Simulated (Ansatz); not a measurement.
Geometry optimisation, Ansatz 0.2.0, RKS B3LYP-D4/def2-SVP.

Input:

```yaml
crystal:
  periodic: [false, false, false]
  atoms:
    - { symbol: O, position_ang: [-0.6462, -0.2093, -1.6107] }
    - { symbol: C, position_ang: [0.1697, 0.319, -0.9019] }
    - { symbol: C, position_ang: [0.2094, 0.0586, 0.5748] }
    - { symbol: O, position_ang: [-0.7738, -0.7141, 1.0423] }
    - { symbol: H, position_ang: [0.9671, 0.965, -1.3263] }
    - { symbol: H, position_ang: [1.174, -0.4546, 0.8058] }
    - { symbol: H, position_ang: [0.2607, 1.0163, 1.1204] }
    - { symbol: H, position_ang: [-0.32516, -1.44928, 1.54437] }
basis:
  gaussian: { orbitals: def2-SVP }
hamiltonian:
  xc: b3lyp
  dispersion: d4
relax:
  f_tol: 0.015
  max_steps: 40
```

Run as:

```bash
$ ansatz run input.yaml --threads 1 --pin off --max-ram 2048MiB --backend cpu --events-out ev --progress --plain --runs-dir out
```

Q: Where does it end, and by what steps?

A: The forces met the threshold. After 21 steps the energy has fallen by 0.508 eV; H8 moved furthest, 1.15 Å.

| step | energy less start (eV) | largest force component (eV/Å) | accepted |
| --- | --- | --- | --- |
| 0 | 0.0000 | 2.868 | yes |
| 1 | -0.1731 | 1.121 | yes |
| 2 | -0.2156 | 0.836 | yes |
| 3 | -0.2122 | 1.436 | no |
| 4 | -0.2347 | 0.154 | yes |
| 5 | -0.2371 | 0.100 | yes |
| 6 | -0.2343 | 1.230 | no |
| 7 | -0.2462 | 0.166 | yes |
| 8 | -0.2598 | 0.149 | yes |
| 9 | -0.2864 | 0.282 | yes |
| 10 | -0.2935 | 1.739 | yes |
| 11 | -0.3580 | 1.011 | yes |
| 12 | -0.4321 | 0.395 | yes |
| 13 | -0.3951 | 0.919 | no |
| 14 | -0.4449 | 0.119 | yes |
| 15 | -0.4680 | 0.259 | yes |
| 16 | -0.4870 | 0.664 | yes |
| 17 | -0.5046 | 0.155 | yes |
| 18 | -0.5064 | 0.094 | yes |
| 19 | -0.5076 | 0.018 | yes |
| 20 | -0.5072 | 0.091 | no |
| 21 | -0.5077 | 0.006 | yes |

```xyz
8
Properties=species:S:1:pos:R:3
O -0.642 -0.553 -1.313
C 0.172 0.155 -0.770
C 0.393 0.099 0.721
O -0.432 -0.834 1.334
H 0.798 0.884 -1.344
H 1.472 -0.118 0.886
H 0.237 1.127 1.117
H -0.962 -1.228 0.618
```

The run took 45 s on 1 thread of Arm Neoverse V2, with other jobs on the host, peak memory 0.14 GiB.
